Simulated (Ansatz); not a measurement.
```yaml
crystal:
  periodic: [false, false, false]
  atoms:
    - {symbol: Co, position_ang: [0.008780, 0.000315, -0.273792]}
    - {symbol: N, position_ang: [-0.027851, 1.288784, 0.577174]}
    - {symbol: N, position_ang: [-0.009091, -1.290111, 0.574806]}
basis:
  gaussian: {orbitals: def2-TZVP}
magnetization: {spin_polarized: true, initial_magnetization: 1}
hamiltonian: {xc: pbe0}
relax: {f_tol: 0.004, max_steps: 80}
```

```sh
$ ansatz run in.yaml --threads 1 --pin off --events-out ev --progress --plain --max-ram 2176MiB
```

Steps of the relaxation (energy above the last step; positions in Å, forces in eV/Å):

```
3
step 1, 348.8 meV
Co    0.009    0.000   -0.274    0.098    0.401   -3.144
N    -0.028    1.289    0.577   -0.064    2.467    1.443
N    -0.009   -1.290    0.575   -0.034   -2.868    1.701
```

```
3
step 2, 193.1 meV
Co    0.009    0.002   -0.281    0.063    0.570   -2.084
N    -0.028    1.317    0.580   -0.038    1.467    0.860
N    -0.009   -1.320    0.579   -0.025   -2.038    1.225
```

```
3
step 3, 28.9 meV
Co    0.009    0.017   -0.296    0.010    0.570   -0.439
N    -0.029    1.371    0.583   -0.002    0.096    0.040
N    -0.009   -1.390    0.591   -0.008   -0.667    0.399
```

```
3
step 7, 0.0 meV
Co    0.009    0.044   -0.299    0.000    0.003   -0.004
N    -0.029    1.388    0.576    0.000   -0.004    0.001
N    -0.009   -1.433    0.602    0.000    0.001    0.003
```

```
3
step 10, 0.0 meV
Co    0.009    0.044   -0.300    0.000    0.000    0.000
N    -0.029    1.387    0.576    0.000    0.000    0.000
N    -0.009   -1.433    0.602    0.000    0.000    0.000
```

Close pairs at the end: Co1–N2 1.604 Å, Co1–N3 1.731 Å.

A stationary point of unrestricted PBE0 after 10 steps, with ⟨S²⟩ = 2.664 against 0.75 for a pure state; no frequencies were run, so it isn't proven a minimum. 13 min on 1 thread of Arm Neoverse N1, shared host.
